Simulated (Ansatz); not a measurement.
## Nudged elastic band run: C$_{2}$H$_{3}$F

input.yaml

```yaml
crystal:
  periodic: [false, false, false]
  atoms:
    - { symbol: C, position_ang: [-0.538381, 0.076739, -0.444541] }
    - { symbol: C, position_ang: [0.494534, -0.024677, 0.380575] }
    - { symbol: F, position_ang: [0.970195, -1.192804, 0.798966] }
    - { symbol: H, position_ang: [-1.051184, -0.810203, -0.822048] }
    - { symbol: H, position_ang: [-0.88386, 1.063546, -0.753181] }
    - { symbol: H, position_ang: [1.050696, 0.823399, 0.793929] }
basis:
  gaussian: { orbitals: def2-SVP }
hamiltonian:
  xc: pbe0
neb:
  order_check: false
  images: 7
  f_tol: 0.05
  max_iterations: 60
  initial_path: linear
  final_atoms:
    - { symbol: C, position_ang: [-0.53864972, 0.0769737, -0.44475794] }
    - { symbol: C, position_ang: [0.49420687, -0.02408772, 0.38029315] }
    - { symbol: F, position_ang: [0.97031219, -1.19204512, 0.79909435] }
    - { symbol: H, position_ang: [-0.88506103, 1.06318718, -0.75419118] }
    - { symbol: H, position_ang: [-1.04997711, -0.81149591, -0.82097687] }
    - { symbol: H, position_ang: [1.0511688, 0.82346787, 0.79423848] }
```

Launched with:

```bash
$ ansatz run input.yaml --threads 1 --pin off --max-ram 2048MiB --backend cpu --events-out ev --progress --plain --runs-dir out
```

Output, in part (warnings, iteration lines, the closing report on the highest movable image, with atoms numbered from 0):

```
NEB end point (image 0): max|allowed force component| = 6.357e-3 eV/Å (the criterion of neb.relax_end_points is 1.000e-2)
NEB end point (image 8): max|allowed force component| = 1.349e-2 eV/Å (the criterion of neb.relax_end_points is 1.000e-2)
NEB iter   1: max|band force component| = 2.056e0 eV/Å  barrier→ = 3.8330 eV  barrier← = 3.8330 eV  Δτ_max = 0.1262 Å  (211 SCF iters)
NEB iter   2: max|band force component| = 8.842e-1 eV/Å  barrier→ = 3.8015 eV  barrier← = 3.8015 eV  Δτ_max = 0.0793 Å  (189 SCF iters)
NEB iter   3: max|band force component| = 5.046e-1 eV/Å  barrier→ = 3.7542 eV  barrier← = 3.7542 eV  Δτ_max = 0.0313 Å  (175 SCF iters)
NEB iter   4: max|band force component| = 1.630e0 eV/Å  barrier→ = 3.7347 eV  barrier← = 3.7347 eV  CI = image 4  Δτ_max = 0.0644 Å  (180 SCF iters)
NEB iter   5: max|band force component| = 1.689e0 eV/Å  barrier→ = 3.4280 eV  barrier← = 3.4280 eV  CI = image 4  Δτ_max = 0.0327 Å  (192 SCF iters)
NEB iter   6: max|band force component| = 1.609e0 eV/Å  barrier→ = 3.5241 eV  barrier← = 3.5241 eV  CI = image 4  Δτ_max = 0.0642 Å  (170 SCF iters)
NEB iter   7: max|band force component| = 1.882e0 eV/Å  barrier→ = 3.7635 eV  barrier← = 3.7635 eV  CI = image 4  Δτ_max = 0.0328 Å  (175 SCF iters)
NEB iter   8: max|band force component| = 1.792e0 eV/Å  barrier→ = 3.8343 eV  barrier← = 3.8343 eV  CI = image 4  Δτ_max = 0.0651 Å  (173 SCF iters)
NEB iter   9: max|band force component| = 1.717e0 eV/Å  barrier→ = 3.4810 eV  barrier← = 3.4810 eV  CI = image 4  Δτ_max = 0.0234 Å  (194 SCF iters)
NEB iter  10: max|band force component| = 1.619e0 eV/Å  barrier→ = 3.6185 eV  barrier← = 3.6186 eV  CI = image 4  Δτ_max = 0.0324 Å  (176 SCF iters)
NEB iter  11: max|band force component| = 1.634e0 eV/Å  barrier→ = 3.7286 eV  barrier← = 3.7286 eV  CI = image 4  Δτ_max = 0.0327 Å  (176 SCF iters)
NEB iter  12: max|band force component| = 1.319e0 eV/Å  barrier→ = 3.8885 eV  barrier← = 3.8885 eV  CI = image 4  Δτ_max = 0.0327 Å  (183 SCF iters)
NEB iter  13: max|band force component| = 1.741e0 eV/Å  barrier→ = 3.5278 eV  barrier← = 3.5278 eV  CI = image 4  Δτ_max = 0.0163 Å  (183 SCF iters)
NEB iter  14: max|band force component| = 1.670e0 eV/Å  barrier→ = 3.5656 eV  barrier← = 3.5656 eV  CI = image 4  Δτ_max = 0.0164 Å  (162 SCF iters)
NEB iter  15: max|band force component| = 1.704e0 eV/Å  barrier→ = 3.5571 eV  barrier← = 3.5571 eV  CI = image 4  Δτ_max = 0.0326 Å  (163 SCF iters)
NEB iter  16: max|band force component| = 1.909e0 eV/Å  barrier→ = 3.5925 eV  barrier← = 3.5926 eV  CI = image 4  Δτ_max = 0.0325 Å  (166 SCF iters)
NEB iter  17: max|band force component| = 1.947e0 eV/Å  barrier→ = 3.6311 eV  barrier← = 3.6311 eV  CI = image 4  Δτ_max = 0.0647 Å  (172 SCF iters)
NEB iter  18: max|band force component| = 1.839e0 eV/Å  barrier→ = 3.6953 eV  barrier← = 3.6953 eV  CI = image 4  Δτ_max = 0.0643 Å  (175 SCF iters)
NEB iter  19: max|band force component| = 1.706e0 eV/Å  barrier→ = 3.8146 eV  barrier← = 3.8146 eV  CI = image 4  Δτ_max = 0.1283 Å  (181 SCF iters)
NEB iter  20: max|band force component| = 1.794e0 eV/Å  barrier→ = 3.8139 eV  barrier← = 3.8139 eV  CI = image 4  Δτ_max = 0.1282 Å  (177 SCF iters)
NEB iter  21: max|band force component| = 1.648e0 eV/Å  barrier→ = 3.5066 eV  barrier← = 3.5066 eV  CI = image 4  Δτ_max = 0.0631 Å  (194 SCF iters)
NEB iter  22: max|band force component| = 1.802e0 eV/Å  barrier→ = 3.6138 eV  barrier← = 3.6138 eV  CI = image 4  Δτ_max = 0.0317 Å  (171 SCF iters)
NEB iter  23: max|band force component| = 1.621e0 eV/Å  barrier→ = 3.7060 eV  barrier← = 3.7060 eV  CI = image 4  Δτ_max = 0.0644 Å  (175 SCF iters)
NEB iter  24: max|band force component| = 1.584e0 eV/Å  barrier→ = 3.6479 eV  barrier← = 3.6480 eV  CI = image 4  Δτ_max = 0.0319 Å  (216 SCF iters)
NEB iter  25: max|band force component| = 1.558e0 eV/Å  barrier→ = 3.7000 eV  barrier← = 3.7000 eV  CI = image 4  Δτ_max = 0.0322 Å  (174 SCF iters)
NEB iter  26: max|band force component| = 1.447e0 eV/Å  barrier→ = 3.7826 eV  barrier← = 3.7826 eV  CI = image 4  Δτ_max = 0.0623 Å  (173 SCF iters)
NEB iter  27: max|band force component| = 1.671e0 eV/Å  barrier→ = 3.4699 eV  barrier← = 3.4699 eV  CI = image 4  Δτ_max = 0.0315 Å  (192 SCF iters)
NEB iter  28: max|band force component| = 1.616e0 eV/Å  barrier→ = 3.5751 eV  barrier← = 3.5751 eV  CI = image 4  Δτ_max = 0.0315 Å  (174 SCF iters)
NEB iter  29: max|band force component| = 1.748e0 eV/Å  barrier→ = 3.6414 eV  barrier← = 3.6414 eV  CI = image 4  Δτ_max = 0.0319 Å  (170 SCF iters)
NEB iter  30: max|band force component| = 1.641e0 eV/Å  barrier→ = 3.7483 eV  barrier← = 3.7483 eV  CI = image 4  Δτ_max = 0.0315 Å  (174 SCF iters)
NEB iter  31: max|band force component| = 1.429e0 eV/Å  barrier→ = 3.8421 eV  barrier← = 3.8421 eV  CI = image 4  Δτ_max = 0.0629 Å  (175 SCF iters)
NEB iter  32: max|band force component| = 1.753e0 eV/Å  barrier→ = 3.4439 eV  barrier← = 3.4439 eV  CI = image 4  Δτ_max = 0.0317 Å  (183 SCF iters)
NEB iter  33: max|band force component| = 1.641e0 eV/Å  barrier→ = 3.5429 eV  barrier← = 3.5429 eV  CI = image 4  Δτ_max = 0.0316 Å  (175 SCF iters)
NEB iter  34: max|band force component| = 1.731e0 eV/Å  barrier→ = 3.5528 eV  barrier← = 3.5528 eV  CI = image 4  Δτ_max = 0.0317 Å  (169 SCF iters)
NEB iter  35: max|band force component| = 1.720e0 eV/Å  barrier→ = 3.6868 eV  barrier← = 3.6868 eV  CI = image 4  Δτ_max = 0.0159 Å  (174 SCF iters)
NEB iter  36: max|band force component| = 1.718e0 eV/Å  barrier→ = 3.7385 eV  barrier← = 3.7385 eV  CI = image 4  Δτ_max = 0.0158 Å  (171 SCF iters)
NEB iter  37: max|band force component| = 1.574e0 eV/Å  barrier→ = 3.8074 eV  barrier← = 3.8074 eV  CI = image 4  Δτ_max = 0.0317 Å  (169 SCF iters)
NEB iter  38: max|band force component| = 1.488e0 eV/Å  barrier→ = 3.6063 eV  barrier← = 3.6063 eV  CI = image 4  Δτ_max = 0.0159 Å  (195 SCF iters)
NEB iter  39: max|band force component| = 1.416e0 eV/Å  barrier→ = 3.6221 eV  barrier← = 3.6221 eV  CI = image 4  Δτ_max = 0.0312 Å  (169 SCF iters)
NEB iter  40: max|band force component| = 1.630e0 eV/Å  barrier→ = 3.6431 eV  barrier← = 3.6431 eV  CI = image 4  Δτ_max = 0.0313 Å  (168 SCF iters)
NEB iter  41: max|band force component| = 1.567e0 eV/Å  barrier→ = 3.6710 eV  barrier← = 3.6711 eV  CI = image 4  Δτ_max = 0.0618 Å  (167 SCF iters)
NEB iter  42: max|band force component| = 1.670e0 eV/Å  barrier→ = 3.6827 eV  barrier← = 3.6827 eV  CI = image 4  Δτ_max = 0.0819 Å  (172 SCF iters)
NEB iter  43: max|band force component| = 1.238e0 eV/Å  barrier→ = 3.7482 eV  barrier← = 3.7483 eV  CI = image 4  Δτ_max = 0.1044 Å  (178 SCF iters)
NEB iter  44: max|band force component| = 1.463e0 eV/Å  barrier→ = 3.6430 eV  barrier← = 3.6430 eV  CI = image 4  Δτ_max = 0.0604 Å  (197 SCF iters)
NEB iter  45: max|band force component| = 1.241e0 eV/Å  barrier→ = 3.6696 eV  barrier← = 3.6696 eV  CI = image 4  Δτ_max = 0.0551 Å  (175 SCF iters)
NEB iter  46: max|band force component| = 8.146e-1 eV/Å  barrier→ = 3.7528 eV  barrier← = 3.7528 eV  CI = image 4  Δτ_max = 0.0299 Å  (201 SCF iters)
NEB iter  47: max|band force component| = 8.099e-1 eV/Å  barrier→ = 3.7275 eV  barrier← = 3.7275 eV  CI = image 4  Δτ_max = 0.1320 Å  (180 SCF iters)
NEB iter  48: max|band force component| = 1.068e0 eV/Å  barrier→ = 3.7222 eV  barrier← = 3.7222 eV  CI = image 4  Δτ_max = 0.0631 Å  (199 SCF iters)
NEB iter  49: max|band force component| = 7.948e-1 eV/Å  barrier→ = 3.6827 eV  barrier← = 3.6827 eV  CI = image 4  Δτ_max = 0.0327 Å  (196 SCF iters)
NEB iter  50: max|band force component| = 4.503e-1 eV/Å  barrier→ = 3.6467 eV  barrier← = 3.6467 eV  CI = image 4  Δτ_max = 0.0324 Å  (180 SCF iters)
NEB iter  51: max|band force component| = 2.826e-1 eV/Å  barrier→ = 3.6279 eV  barrier← = 3.6280 eV  CI = image 4  Δτ_max = 0.0400 Å  (180 SCF iters)
NEB iter  52: max|band force component| = 3.586e-1 eV/Å  barrier→ = 3.6184 eV  barrier← = 3.6184 eV  CI = image 4  Δτ_max = 0.0142 Å  (179 SCF iters)
NEB iter  53: max|band force component| = 2.600e-1 eV/Å  barrier→ = 3.6162 eV  barrier← = 3.6162 eV  CI = image 4  Δτ_max = 0.0140 Å  (170 SCF iters)
NEB iter  54: max|band force component| = 5.687e-2 eV/Å  barrier→ = 3.6153 eV  barrier← = 3.6153 eV  CI = image 4  Δτ_max = 0.0041 Å  (168 SCF iters)
NEB iter  55: max|band force component| = 5.619e-2 eV/Å  barrier→ = 3.6154 eV  barrier← = 3.6154 eV  CI = image 4  Δτ_max = 0.0021 Å  (149 SCF iters)
NEB iter  56: max|band force component| = 2.322e-2 eV/Å  barrier→ = 3.6152 eV  barrier← = 3.6153 eV  CI = image 4  Δτ_max = 0.0000 Å  (318 SCF iters)
Total energy: -4826.30618162 eV, -177.3634807868 hartree
Atom 0 at    -0.810825    -0.245910    -0.274937 Å, force     0.013825     0.007132    -0.015784 eV/Å
Atom 1 at     0.382616    -0.097317     0.378621 Å, force    -0.003970    -0.022490    -0.006477 eV/Å
Atom 2 at     0.631971    -0.674600     1.523188 Å, force    -0.000584     0.006468     0.003519 eV/Å
Atom 3 at    -0.477446    -0.396133    -1.337341 Å, force    -0.011622    -0.003222     0.009756 eV/Å
Atom 4 at    -0.983362     0.857475    -0.468103 Å, force     0.000203     0.001644     0.004389 eV/Å
Atom 5 at     1.299046     0.492486     0.132271 Å, force     0.002147     0.010467     0.004596 eV/Å
Dipole moment:     0.615624     0.396770    -0.163275 e Å
```

The run converged. Neighbouring images differ by up to 1.4 eV, so the band resolves the path poorly. The order of the stationary point at the top wasn't checked.

Final band (atoms are numbered from 1 in the order of the input):

| image | path coordinate (Å) | energy (kJ/mol) | dihedral H5–C1–C2–F3 (°) |
| --- | --- | --- | --- |
| 0 | 0.00 | 0.0 | -180 |
| 1 | 0.42 | 30.2 | 166 |
| 2 | 0.84 | 123.3 | 156 |
| 3 | 1.25 | 258.7 | 145 |
| 4 | 1.67 | 348.8 | 131 |
| 5 | 2.08 | 257.5 | 98 |
| 6 | 2.49 | 123.4 | 61 |
| 7 | 2.91 | 30.4 | 25 |
| 8 | 3.32 | 0.0 | 0 |

The run took 8.6 min on 1 thread of Intel(R) Xeon(R) Platinum 8488C (Sapphire Rapids), on a shared host, peak memory 0.12 GiB.
